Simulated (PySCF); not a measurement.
CH8Si2.
InChI=1S/CH8Si2/c1-3-2/h3H2,1-2H3

The closed-shell ground state was solved at several levels (PySCF, density fitting, gas phase, non-relativistic). Isolated species at its PBE0-D3(BJ)/def2-SVP geometry, gas phase.

| level | basis functions | total energy (Eh) | HOMO (eV) | LUMO (eV) | gap (eV) | dipole (D) |
| --- | --- | --- | --- | --- | --- | --- |
| wB97X-D/pcSseg-2 | 234 | -621.9313 | -9.86 | 1.69 | 11.55 | 0.86 |
| CAM-B3LYP/def2-SVPD | 132 | -621.6668 | -9.32 | 0.95 | 10.27 | 0.84 |

Question: What might PBE0/pcSseg-1 (105 basis functions) give for the same quantities?

Answer: Total energy -621.5707 Eh, HOMO -8.12 eV, LUMO 0.27 eV, gap 8.39 eV, dipole 0.85 D.

Question: Over all these levels, which gives the widest orbital gap and which the narrowest?

Answer: wB97X-D/pcSseg-2 (range-separated hybrid) has the widest, 11.55 eV, and PBE0/pcSseg-1 (global hybrid, 25 % exact exchange) the narrowest, 8.39 eV. Functional and basis both differ between the two, so the spread mixes both effects.

Question: How far do the dipole and the HOMO energy spread over the levels?

Answer: The dipole runs from 0.84 to 0.86 D (mean 0.85 D) and the HOMO from -9.86 to -8.12 eV.

Note: wB97X-D ran without an empirical dispersion term, which enters the total energy and its gradient alone.
